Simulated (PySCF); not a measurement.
difluoromethane (CH₂F₂), SMILES C(F)F. The structure is a stationary point at TPSSh-D3(BJ)/def2-TZVP.

Level of theory: TPSSh-D3(BJ)/def2-TZVP in PySCF.

Harmonic wavenumbers (cm⁻¹): 517, 1073, 1106, 1181, 1265, 1456, 1536, 3047, 3121. Rotational constants (GHz): 49.07, 10.49, 9.168; symmetry number 2.

Task: Work out the zero-point energy and the ideal-gas rigid-rotor harmonic-oscillator thermochemistry at 298.15 K and 1 atm.

Result: ZPE = ½ Σ hcν = ½ × 14302 cm⁻¹ = 85.54 kJ/mol. H − E(el) = 96.26 kJ/mol. Entropy in J/(mol K): translation 158.03, rotation 85.23, vibration 3.54, total 246.81. G − E(el) = 22.67 kJ/mol. Cp = 43.00 J/(mol K).
